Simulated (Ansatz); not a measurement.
One change: `C[C@@]1(F)C[C@H]1F` becomes `F[C@H]1C[C@@H]1F`.

Ansatz, PBE0-D4/def2-TZVP geometries, multiplicity 1. 

```csv
property,`C[C@@]1(F)C[C@H]1F`
HOMO energy (PBE0/def2-TZVPP) / eV,-7.99
size of the dipole moment (ωB97M-V/def2-TZVPP) / D,1.03
LUMO energy (B3LYP/def2-TZVPP) / eV,1.09
HOMO–LUMO gap (ωB97M-V/def2-TZVPP) / eV,13.28
HOMO energy (PBE/def2-TZVPP) / eV,-6.49
LUMO energy (PBE/def2-TZVPP) / eV,0.34
```

Question: What does the change do to each property? (An estimate is asked.)

Answer: Ansatz gave: 
```json
{"property": "HOMO energy (PBE0/def2-TZVPP) / eV", "`F[C@H]1C[C@@H]1F`": "-8.31", "shift": "-0.32"}
{"property": "size of the dipole moment (ωB97M-V/def2-TZVPP) / D", "`F[C@H]1C[C@@H]1F`": "1.14", "shift": "0.11"}
{"property": "LUMO energy (B3LYP/def2-TZVPP) / eV", "`F[C@H]1C[C@@H]1F`": "0.83", "shift": "-0.26"}
{"property": "HOMO–LUMO gap (ωB97M-V/def2-TZVPP) / eV", "`F[C@H]1C[C@@H]1F`": "13.54", "shift": "0.26"}
{"property": "HOMO energy (PBE/def2-TZVPP) / eV", "`F[C@H]1C[C@@H]1F`": "-6.74", "shift": "-0.25"}
{"property": "LUMO energy (PBE/def2-TZVPP) / eV", "`F[C@H]1C[C@@H]1F`": "0.12", "shift": "-0.22"}
```

With PBE0 the HOMO falls by 0.32 eV and the LUMO falls by 0.25 eV, so the gap widens by about 0.07 eV. PBE moves the HOMO by -0.25 eV and ωB97M-V by -0.34 eV. Dipoles are sizes alone; their direction can turn.

B3LYP here is the variant with VWN-RPA as its local correlation; programs differ in this.
